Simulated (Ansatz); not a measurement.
# AlBH₅ (doublet): the correlation ladder at distance Al1–H4 along a hydrogen transfer = 1.586 Å, cc-pVDZ

How much of the correlation energy of AlBH₅ (doublet) does each wave-function method recover here?

The runs use Ansatz 0.2.0, Gaussian basis; cc-pVDZ, core rule «outside noble gas», up to 6 orbitals frozen.

To be run: UHF; CCSD(T) on ROHF; CCSD(T) on UHF; BCCD(T) on ROHF; CISD; CCSDT(Q) on ROHF; CCSDT(Q) on UHF; CASSCF and MRCISD+Q, 3 electrons in 3 orbitals; CASSCF and NEVPT2, 3 electrons in 3 orbitals; CASSCF and NEVPT2, 9 electrons in 9 orbitals.

8 further runs of the same task are left out: 2 for a mislabelled method, 5 that didn't finish, 1 set aside as unsound or not needed.

## 1. The system

The geometry derives from fragments relaxed apart (PBE0/def2-TZVP) and kept rigid, so it is no stationary point. A hydrogen atom is moved between rigid fragments.

7 atoms, charge 0, spin multiplicity 2.

Atoms are counted from 1 here; the program's logs count them from 0.

Bond lengths: Al1–H2 1.586 Å, Al1–H3 1.586 Å, Al1–H4 1.586 Å, B5–H6 1.191 Å, B5–H7 1.191 Å. Angles: H2–Al1–H3 120.0°, H2–Al1–H4 120.0°, H3–Al1–H4 120.0°, H6–B5–H7 129.4°.

## 2. UHF

in.yaml reads:

```yaml
crystal:
  periodic: [false, false, false]
  atoms:
    - {symbol: Al, position_ang: [-1.084375, 0.000000, 0.000000]}
    - {symbol: H, position_ang: [-1.877299, 1.373384, 0.000000]}
    - {symbol: H, position_ang: [-1.877299, -1.373384, 0.000000]}
    - {symbol: H, position_ang: [0.501472, 0.000000, 0.000000]}
    - {symbol: B, position_ang: [2.456625, 0.000000, 0.000000]}
    - {symbol: H, position_ang: [2.965698, 0.000000, 1.077008]}
    - {symbol: H, position_ang: [2.965698, 0.000000, -1.077008]}
basis:
  gaussian: {orbitals: cc-pVDZ}
magnetization: {spin_polarized: true, initial_magnetization: 1}
hamiltonian: {xc: hf}
output: {orbitals: {seedname: orbitals}}
```

Started as:

```bash
$ ansatz run in.yaml --threads 1 --pin off --events-out ev --progress --plain --max-ram 2393MiB
```

After this run come: CCSD(T) on ROHF; CCSD(T) on UHF; BCCD(T) on ROHF; CISD; CCSDT(Q) on ROHF; CCSDT(Q) on UHF; CASSCF and MRCISD+Q, 3 electrons in 3 orbitals; CASSCF and NEVPT2, 3 electrons in 3 orbitals; CASSCF and NEVPT2, 9 electrons in 9 orbitals.

**Question.** What will the summary of the whole plan be? Wanted: UCCSDT(Q) below the RHF energy; RMP2 from UCCSDT(Q); UMP2 from UCCSDT(Q); RCCSD from UCCSDT(Q); RCCSD(T) from UCCSDT(Q); UCCSD(T) from UCCSDT(Q); RCCSDT(Q) from UCCSDT(Q); NEVPT2 pair from UCCSDT(Q); MRCISD+Q pair from UCCSDT(Q).

As calculated:

| quantity | value |
| --- | --- |
| UCCSDT(Q) below the RHF energy | -5.5025 eV |
| RMP2 from UCCSDT(Q) | +1336.0 meV |
| UMP2 from UCCSDT(Q) | +1332.6 meV |
| RCCSD from UCCSDT(Q) | +111.7 meV |
| RCCSD(T) from UCCSDT(Q) | +27.9 meV |
| UCCSD(T) from UCCSDT(Q) | +28.1 meV |
| RCCSDT(Q) from UCCSDT(Q) | +0.3 meV |
| NEVPT2 pair from UCCSDT(Q) | +1332.2 meV |
| MRCISD+Q pair from UCCSDT(Q) | +18.5 meV |
| NEVPT2 frontier from UCCSDT(Q) | +1309.0 meV |
| levels within 1 kcal/mol (43 meV) | RCCSD(T), UCCSD(T), BCCD(T), RCCSDT, UCCSDT, RCCSDT(Q), MRCISD+Q pair |
| T1 diagnostic | 0.018 |

**Reading.** RCCSD(T) lands +27.9 meV from the yardstick (0.5 % of the correlation energy). Of the multireference levels listed MRCISD+Q pair comes nearest in total energy (+18.5 meV), which doesn't show that its space is the better one. These misses are within one basis, not against nature; the frozen cores of restricted and unrestricted runs differ, which can shift their rows.
